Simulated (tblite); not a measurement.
Compound: C5H7S (doublet state).
Cartesian coordinates in Å at the GFN2-xTB level; atoms count from 1:
```
atom  x, y, z in Å
C1    -1.774   -0.904   -0.234
C2    -0.709   -0.053   -0.004
C3    -0.837    1.083    0.775
C4     0.586   -0.374   -0.623
C5     1.835    0.114    0.026
S6     0.659   -1.219   -2.016
H7    -2.734   -0.719    0.212
H8    -1.660   -1.781   -0.844
H9    -0.020    1.751    0.966
H10   -1.799    1.355    1.170
H11    2.698   -0.404   -0.384
H12    1.795   -0.028    1.105
H13    1.958    1.181   -0.167
```

Method: GFN2-xTB as coded in tblite; computed harmonic values from a numerical Hessian at the method's own geometry, unscaled. This tight-binding method is rough: wavenumbers can miss measured ones by several per cent, in bad cases by 10 to 20. One conformer, not necessarily the lowest. Open shells enter through the occupations alone, without spin polarisation, and single modes of such species can be off by tens of per cent.

Harmonic wavenumbers (cm⁻¹): 53.3, 157.5, 231.1, 280.1, 338.4, 417.8, 462.5, 483.2, 505.8, 589.8, 702.3, 748.0, 767.8, 936.3, 950.3, 975.1, 1016.6, 1160.6, 1230.3, 1344.4, 1355.9, 1377.7, 1446.3, 1452.3, 1459.3, 1468.0, 2984.7, 3015.7, 3049.8, 3123.8, 3130.2, 3164.7, 3171.2.

A = 4237, B = 2513, C = 1662 MHz; mass 99.027 u (most abundant isotopes); point group C1, symmetry number 1; spin multiplicity 2.

**Question.** Zero-point energy?

**Answer.** Half the sum of the wavenumbers: 21775 cm⁻¹ = 260.49 kJ/mol.

**Question.** Entropy at 350 K, 1 bar (ideal gas, RRHO, classical rotation)?

**Answer.** Translation 169.50, rotation 116.22, vibration 85.06, spin (R ln 2) 5.76: S = 376.5 J/(mol K).

**Question.** And Cp and H(350 K) − H(0)?

**Answer.** Cp = 133.06 J/(mol K), of which vibrations give 99.80 (their classical limit is 33 R = 274.4); H(350 K) − H(0) = 28.27 kJ/mol without the zero-point energy, 16.63 from vibrations.

**Question.** How do the functions run with temperature in this model?

**Answer.** 
| T (K) | S (J/(mol K)) | Cp (J/(mol K)) | H − H(0) (kJ/mol) | G − H(0) (kJ/mol) | ln q(vib) |
| --- | --- | --- | --- | --- | --- |
| 150 | 292.3 | 72.4 | 7.54 | -36.31 | 1.45 |
| 250 | 336.8 | 104.1 | 16.38 | -67.82 | 2.92 |
| 298.15 | 356.4 | 118.5 | 21.75 | -84.51 | 3.68 |
| 400 | 395.2 | 146.0 | 35.25 | -122.81 | 5.34 |
| 600 | 462.6 | 186.5 | 68.79 | -208.77 | 8.64 |
| 900 | 546.1 | 224.7 | 130.95 | -360.53 | 13.35 |

q(vib) and H(0) count from the zero-point level.

**Question.** What must be added to the electronic energy to get the Gibbs energy at 350 K and 1 bar?

**Answer.** ZPE + [H(350 K) − H(0)] − T·S = 260.49 + 28.27 − 131.79 = 156.97 kJ/mol.

**Question.** Blend soft modes into free rotors: weight 1/[1 + (100 cm⁻¹/ν̃)⁴] for the oscillator and the rest for a rotor with moment μB/(μ + B), μ = h/(8π²ν), B = 10⁻⁴⁴ kg m². What vibrational entropy results?

**Answer.** 79.62 J/(mol K) in place of 85.06, which changes −T·S at 350 K by +1.90 kJ/mol.

Hindered rotation and anharmonicity are outside this model. Other conformers, if any are populated, would add a mixing term that is left out. The structure is chiral; the term R ln 2 for an equal mix with its mirror image is left out.

Time: 0.35 s of wall time. Hardware: one thread, Intel Xeon at 2.60 GHz (x86_64), on a shared host. The figure is for the frequency step alone.
